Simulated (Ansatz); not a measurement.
# SiH4 (silane) at 6 levels

Aim: a comparison of 6 runs (HF/STO-3G, B3LYP/cc-pVTZ, SVWN5/cc-pVTZ, wB97M-V/cc-pVTZ, RPA@PBE0/cc-pVTZ, CCSD/cc-pVTZ) of SiH4 (silane). 

The results are computed with Ansatz 0.2.0.

34 further runs of the same task are left out: 34 set aside as unsound or not needed.

## 1. The structure to begin with

SiH4 has 5 atoms, charge 0, and is taken as a singlet. As SMILES, `[SiH4]`. The Si1–H5 distance was set to 2.672 Å, away from the relaxed value. At this shape a bond of the SMILES string is far longer than usual.

Bond lengths: Si1–H2 1.485 Å, Si1–H3 1.485 Å, Si1–H4 1.485 Å. Angles: H2–Si1–H3 109.5°, H2–Si1–H4 109.5°, H3–Si1–H4 109.5°.

## 2. The energy at HF/STO-3G (run 1)

job.yaml

```yaml
crystal:
  periodic: [false, false, false]
  atoms:
    - symbol: Si
      position_ang: [-0.374786, -1.106999, 0.211172]
    - symbol: H
      position_ang: [0.592814, -1.795399, 1.102172]
    - symbol: H
      position_ang: [-1.705786, -1.062099, 0.867272]
    - symbol: H
      position_ang: [-0.479886, -1.847299, -1.071328]
    - symbol: H
      position_ang: [0.468500, 1.383800, -0.264200]
basis:
  gaussian: {orbitals: STO-3G}
hamiltonian: {xc: hf}
accuracy: high
output: {orbitals: {seedname: orbitals}}
```

On the command line:

```bash
ansatz run job.yaml --threads 1 --pin off --max-ram 3480MiB --events-out events.jsonl --progress --plain --runs-dir runs
```

Standard output:

```text
Warning: RAYON_NUM_THREADS=1 ignored (pool sized by the plan → 1); use --threads N
Functional definition: HF
  name "HF"
  exchange = exact_x
  correlation = 0
200 factors; integrals over basis functions are off by at most 1.2e-8 eV
mean field evaluation 1: about -7825.1552 eV, gradient 1.6e1 eV
mean field evaluation 2: about -7825.1429 eV, gradient 1.5e1 eV
mean field evaluation 4: about -7827.5635 eV, gradient 9.2e-1 eV
mean field evaluation 8: about -7827.5648 eV, gradient 4.8e-6 eV
mean field -7827.56481433 eV, -287.6577012126 hartree, gradient 2.7e-8 eV, S^2 0.000000; 0 other end points of the search recorded, 0 dependent functions left out
reference -7827.56481433 eV, -287.6577012126 hartree; 9, 9 occupied and 4, 4 virtual orbitals, 200 factors
Total energy: -7827.56481433 eV, -287.6577012126 hartree
```

Run time: 0.06 s. Hardware: 1 thread of Arm Neoverse V1, shared host.

## 3. A single-point energy at B3LYP/cc-pVTZ (run 2)

input.yaml

```yaml
crystal:
  periodic: [false, false, false]
  atoms:
    - symbol: Si
      position_ang: [-0.374786, -1.106999, 0.211172]
    - symbol: H
      position_ang: [0.592814, -1.795399, 1.102172]
    - symbol: H
      position_ang: [-1.705786, -1.062099, 0.867272]
    - symbol: H
      position_ang: [-0.479886, -1.847299, -1.071328]
    - symbol: H
      position_ang: [0.468500, 1.383800, -0.264200]
basis:
  gaussian:
    orbitals: cc-pVTZ
hamiltonian:
  xc: {name: B3LYP}
accuracy: high
output:
  orbitals: {seedname: orbitals}
```

On the command line:

```bash
ansatz run input.yaml --threads 1 --pin off --max-ram 3480MiB --events-out events.jsonl --progress --plain --runs-dir runs
```

Standard output:

```text
Warning: RAYON_NUM_THREADS=1 ignored (pool sized by the plan → 1); use --threads N
Functional definition: B3LYP
  name "B3LYP"
  parameter a0 = 0.2
  parameter ax = 0.72
  parameter ac = 0.81
  exchange = (1 - a0 - ax)*slater_x + ax*b88_x + a0*exact_x
  correlation = (1 - ac)*vwn_rpa_c + ac*lyp_c
1469 factors; integrals over basis functions are off by at most 3.8e-9 eV
mean field evaluation 1: about -7939.9784 eV, gradient 9.3e0 eV
mean field evaluation 2: about -7940.2238 eV, gradient 3.2e0 eV
mean field evaluation 4: about -7940.2640 eV, gradient 6.2e-1 eV
mean field evaluation 8: about -7940.2618 eV, gradient 2.3e-2 eV
mean field evaluation 16: about -7940.2618 eV, gradient 8.8e-8 eV
mean field -7940.26177021 eV, -291.7992379525 hartree, gradient 8.8e-8 eV, S^2 0.000000; 0 other end points of the search recorded, 0 dependent functions left out
reference -7940.26180818 eV, -291.7992393479 hartree; 9, 9 occupied and 81, 81 virtual orbitals, 1469 factors
Total energy: -7940.26180818 eV, -291.7992393479 hartree
```

Run time: 3.3 s. Hardware: 1 thread of Arm Neoverse V1, shared host; peak memory 0.18 GiB.

Runs 3 to 4 aren't shown in full; the table further down has their settings and results.

## 4. A single-point energy at RPA@PBE0/cc-pVTZ (run 5)

input.yaml

```yaml
crystal:
  periodic: [false, false, false]
  atoms:
    - {symbol: Si, position_ang: [-0.374786, -1.106999, 0.211172]}
    - {symbol: H, position_ang: [0.592814, -1.795399, 1.102172]}
    - {symbol: H, position_ang: [-1.705786, -1.062099, 0.867272]}
    - {symbol: H, position_ang: [-0.479886, -1.847299, -1.071328]}
    - {symbol: H, position_ang: [0.468500, 1.383800, -0.264200]}
basis:
  gaussian: {orbitals: cc-pVTZ}
correlation: {method: rpa, frozen_orbitals: {H: 0, Si: 5}}
hamiltonian: {xc: {name: PBE0}}
accuracy: high
```

On the command line:

```bash
ansatz run input.yaml --threads 1 --pin off --max-ram 3480MiB --events-out events.jsonl --progress --plain --runs-dir runs
```

Standard output:

```text
Warning: RAYON_NUM_THREADS=1 ignored (pool sized by the plan → 1); use --threads N
Functional definition: PBE0
  name "PBE0"
  parameter a = 0.25
  parameter kappa = 0.804
  parameter beta = 0.06672455060314922
  exchange = (1 - a)*pbe_x(kappa = kappa, mu = beta*pi^2/3) + a*exact_x
  correlation = pbe_c(beta = beta)
1469 factors; integrals over basis functions are off by at most 3.8e-9 eV
mean field evaluation 1: about -7935.6638 eV, gradient 7.6e0 eV
mean field evaluation 2: about -7935.6587 eV, gradient 7.6e0 eV
mean field evaluation 4: about -7935.8079 eV, gradient 2.1e0 eV
mean field evaluation 8: about -7935.8368 eV, gradient 1.0e-2 eV
mean field evaluation 16: about -7935.8368 eV, gradient 6.6e-8 eV
mean field -7935.83683981 eV, -291.6366247597 hartree, gradient 6.6e-8 eV, S^2 0.000000; 0 other end points of the search recorded, 0 dependent functions left out; unrestricted orbitals would lower it
unrestricted determinant -7922.62284851 eV, -291.1510195360 hartree, S^2 0.7427
5 core orbitals not correlated: weight in the atoms' cores, before any rotation towards them, 1.000 or more for the frozen orbitals, at most 0.000 for the correlated occupied ones
reference -7921.52588402 eV, -291.1107068347 hartree; 4, 4 occupied and 81, 81 virtual orbitals, 1469 factors
Total energy: -7929.66149820 eV, -291.4096851411 hartree
```

Run time: 5.7 s. Hardware: 1 thread of Arm Neoverse V1, shared host; peak memory 0.23 GiB.

## 5. A single-point energy at CCSD/cc-pVTZ (run 6)

input.yaml, as its differences from that of step 4:

```diff
@@ -9,5 +9,9 @@
 basis:
-  gaussian: {orbitals: cc-pVTZ}
-correlation: {method: rpa, frozen_orbitals: {H: 0, Si: 5}}
-hamiltonian: {xc: {name: PBE0}}
+  gaussian:
+    orbitals: cc-pVTZ
+correlation:
+  method: ccsd
+  frozen_orbitals: {H: 0, Si: 5}
 accuracy: high
+scf:
+  omitted_lower_state_checks: [cluster_reference, increment]
```

On the command line:

```bash
ansatz run input.yaml --threads 1 --pin off --max-ram 3480MiB --events-out events.jsonl --progress --plain --runs-dir runs
```

Standard output:

```text
Warning: RAYON_NUM_THREADS=1 ignored (pool sized by the plan → 1); use --threads N
[... 12 lines left out ...]
5 core orbitals not correlated: weight in the atoms' cores, before any rotation towards them, 1.000 or more for the frozen orbitals, at most 0.000 for the correlated occupied ones
[... 23 lines left out ...]
Total energy: -7927.11764988 eV, -291.3162004398 hartree
Checks for a lower state left out: cluster_reference, increment
```

Wall time 4.8 s (1 thread of Arm Neoverse V1, shared host); peak memory 0.5 GiB.

## 6. The series

```tsv
run	level	frozen core orbitals	energy (Eh)	HOMO energy (eV)	LUMO energy (eV)	HOMO–LUMO gap (eV)	wall time
1	HF/STO-3G	–	-287.657701	-5.76	3.95	9.72	0.06 s
2	B3LYP/cc-pVTZ	–	-291.799239	-7.14	-3.08	4.06	3.3 s
3	SVWN5/cc-pVTZ	–	-290.563958	-6.46	-3.72	2.74	2 s
4	wB97M-V/cc-pVTZ	–	-291.721628	-9.15	-1.06	8.09	19 s
5	RPA@PBE0/cc-pVTZ	5	-291.409685	–	–	–	5.7 s
6	CCSD/cc-pVTZ	5	-291.316200	–	–	–	4.8 s
```

## 7. Outcome

| quantity | value |
| --- | --- |
| run 6: total energy | -291.31620 Eh |
| run 6: correlation energy (5 core orbitals frozen) | -193.8 mEh |
| run 6: T1 diagnostic | 0.033 |

In words: Over runs 1, 2, 3, 4 the HOMO–LUMO gap runs from 2.74 eV (SVWN5/cc-pVTZ) to 9.72 eV (HF/STO-3G). The two ends differ in method and basis. Totals of different functionals can't be ranked against each other. In run 6 the T1 diagnostic is large, so a single reference may not serve. In runs 5, 6 the log says that unrestricted orbitals would lower the reference, so the values rest on an unstable closed-shell determinant (other closed-shell runs at this shape may share the fault). In run 1 the basis is minimal, so the values are rough. In runs 1, 2, 3, 4, 5, 6 a closed-shell determinant meets a far-stretched bond, which it describes badly. All runs together took 35 s, the longest 19 s.
